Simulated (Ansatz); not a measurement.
**Al₂Si (singlet): the correlation ladder, cc-pVTZ**

An exercise on one series of results from a longer session: the logs are not shown, and one member is left open.

The runs use Ansatz 0.2.0, Gaussian basis; cc-pVTZ, core rule «outside noble gas», up to 15 orbitals frozen.

Plan: UHF; CCSD(T) on RHF; CCSD(T) on UHF; BCCD(T) on RHF; CCSDT(Q) on RHF; CCSDT(Q) on UHF; CASSCF and NEVPT2, 10 electrons in 12 orbitals.

6 further runs of the same task are left out: 6 set aside as unsound or not needed.

**The geometry**

The geometry is a PBE0/def2-TZVP stationary point (not a proven minimum) of the parent state, kept for this charge and spin.

3 atoms, charge 0, spin multiplicity 1.

Atoms are counted from 1 here; the program's logs count them from 0.

Bond lengths: Al1–Si2 2.527 Å, Si2–Al3 2.527 Å. Angles: Al1–Si2–Al3 180.0°.

Geometry (Å):

```xyz
3
Al2Si
Al    0.0000    0.0000    2.5272
Si    0.0000    0.0000    0.0000
Al    0.0000    0.0000   -2.5272
```

Set-up of the first run:

File in.yaml:

```yaml
crystal:
  periodic: [false, false, false]
  atoms:
    - {symbol: Al, position_ang: [0.000000, 0.000000, 2.527200]}
    - {symbol: Si, position_ang: [0.000000, 0.000000, 0.000000]}
    - {symbol: Al, position_ang: [0.000000, 0.000000, -2.527200]}
basis:
  gaussian: {orbitals: cc-pVTZ}
magnetization: {spin_polarized: true, initial_magnetization: 0}
hamiltonian: {xc: hf}
output: {orbitals: {seedname: orbitals}}
```

Launch:

```console
$ ansatz run in.yaml --threads 1 --pin off --events-out ev --progress --plain --max-ram 2816MiB --backend cpu
```

Among the steps run: UHF; CCSD(T) on RHF; CCSD(T) on UHF; BCCD(T) on RHF; CCSDT(Q) on RHF; CCSDT(Q) on UHF; CASSCF and NEVPT2, 10 electrons in 12 orbitals.

One table of the session follows, with a row left open; its other results are not shown here.

It belongs to the step «Misses and costs». 

```
        method  from RCCSDT(Q) (kcal/mol)
           RHF                    +165.21
           UHF                    +142.64
          RMP2                     +40.63
          UMP2                     +32.48
         RCCSD                     +13.92
         UCCSD                      +2.44
      RCCSD(T)                      +4.63
      UCCSD(T)                      -6.16
       BCCD(T)                          ?
        RCCSDT                      +2.19
        UCCSDT                     -10.16
     RCCSDT(Q)                          0
     UCCSDT(Q)                     -12.54
CASSCF valence                    +100.98
NEVPT2 valence                     +25.48
```

Q: Estimate the row for BCCD(T) from the others.

As computed: from RCCSDT(Q) (kcal/mol): +4.57. In the column «from RCCSDT(Q) (kcal/mol)» it lies between UCCSD (+2.44) and RCCSD(T) (+4.63).

The program flags UCCSD(T), UCCSDT(Q) as in doubt (see the logs), so those rows may rest on another solution; read them beside their warnings.

To keep in mind: The determinant is far from a pure spin state, so its energy mixes those of several spin states (harmless only where they are near-degenerate, as at dissociation). The program flags UCCSD(T), UCCSDT(Q) as in doubt, so those rows may rest on another solution; read them beside their warnings. Warnings: restricted reference is unstable; spin contamination; large T1 diagnostic. Restricted and unrestricted rows rest on different reference determinants; where their highest levels disagree by more than a few hundredths of an eV, they describe different states and don't form one ladder.
